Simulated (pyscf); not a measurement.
Thermochemistry of product channels of `[Cl][InH][Cl]` + `[OH2]` on the singlet surface, in kJ/mol, from ωB97M-D3(BJ)/def2-TZVP energies (ideal gas, 1 atm, RRHO with modes under 100 cm⁻¹ raised to 100, one conformer, R ln 2 for chiral ones without a mode under 150 cm⁻¹). Single points on ωB97X-D3(BJ)/def2-SVP structures (PySCF, gas phase).

```tsv
products	ΔE	ΔH(298 K)	ΔG(600 K)	ΔG(900 K)
`[ClH]` + `[OH][InH][Cl]`	___	+73.5	+73.3	+72.0
`[OH][In]([Cl])[Cl]` + `[H][H]`	___	0.0	+10.0	+12.1
```

Task: Complete the blanks.

Result: 
- `[ClH]` + `[OH][InH][Cl]`, ΔE: +80.6
- `[OH][In]([Cl])[Cl]` + `[H][H]`, ΔE: +9.0

These are energies of the channels, which say nothing of barriers. Elements past Kr carry the def2 core potentials, without spin-orbit coupling.
